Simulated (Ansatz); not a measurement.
System: ClF, charge 0, multiplicity 1. 
Coordinates optimised at B3LYP-D3(BJ)/def2-TZVP (Ansatz, an electronic-structure program):
```xyz
2

F      0.0000     0.0000    -1.0729
Cl     0.0000     0.0000     0.5680
```

Basis-set convergence of Hartree-Fock and CCSD correlation energies (hartree) with Ansatz. Cores are frozen in the correlated levels unless marked. Spin-orbit coupling is left out. No relativistic terms.

| basis | functions | E(HF) | E(corr, CCSD) |
|---|---|---|---|
| aug-cc-pV(D+d)Z | 55 | -558.86357 | -0.37856 |
| aug-cc-pV(T+d)Z | 101 | -558.90515 | -0.47589 |
| aug-cc-pV(Q+d)Z | 169 | -558.91622 | -0.50931 |

Extrapolating the two largest sets (X = 3 and 4) as X^-3: E(corr) = (64·(-0.50931) - 27·(-0.47589))/37 = -0.5337 Eh, an estimate of the basis-set limit. The largest set recovers 95.4 % of it, the smallest 70.9 %.
